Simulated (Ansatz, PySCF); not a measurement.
System: CH$_{3}$O (charge 0, doublet). It need not be the lowest isomer of its formula. 
Structure (B3LYP-D3(BJ)/def2-TZVP (Ansatz, a program for electronic structure) minimum search):
SMILES: O[CH2]
```xyz
5

C      0.6856     0.0200    -0.0430
O     -0.6711    -0.1179     0.0029
H     -1.0910     0.7448    -0.0816
H      1.1252     0.9802     0.1938
H      1.2214    -0.9012     0.1227
```
Charge 0, spin multiplicity 2.

Property: vertical ionisation energy (to the singlet state of charge +1; each state is the SCF solution reached for its spin; for the singlet T1 is 0.027), in eV. Valence correlation only, unless marked. UHF or UKS for open shells. No spin-orbit coupling. No relativistic terms. CBS marks a two-point X^-3 extrapolation of the correlation energy; Hartree-Fock from the larger set. [CCSD(T)-MP2]/basis is that difference in the basis named.

```
level                                                          program  vertical ionisation energy (eV)
-------------------------------------------------------------  -------  -------------------------------
M06-2X/def2-TZVPD                                                PySCF                                …
wB97X-V/def2-TZVPD                                              Ansatz                             8.07
B2PLYP/def2-TZVPD                                               Ansatz                                …
SCS-MP2/def2-TZVPPD                                             Ansatz                             7.84
CCSD/aug-cc-pVDZ                                                Ansatz                                …
CCSD/aug-cc-pVTZ                                                Ansatz                             8.02
RI-MP2/CBS(aug-cc-pVTZ,aug-cc-pVQZ)+[CCSD(T)-MP2]/aug-cc-pVTZ   Ansatz                             8.02
```

Problem. What belongs in the gaps?

Solution. 
- M06-2X/def2-TZVPD, vertical ionisation energy (eV): 8.13
- B2PLYP/def2-TZVPD, vertical ionisation energy (eV): 8.01
- CCSD/aug-cc-pVDZ, vertical ionisation energy (eV): 7.88
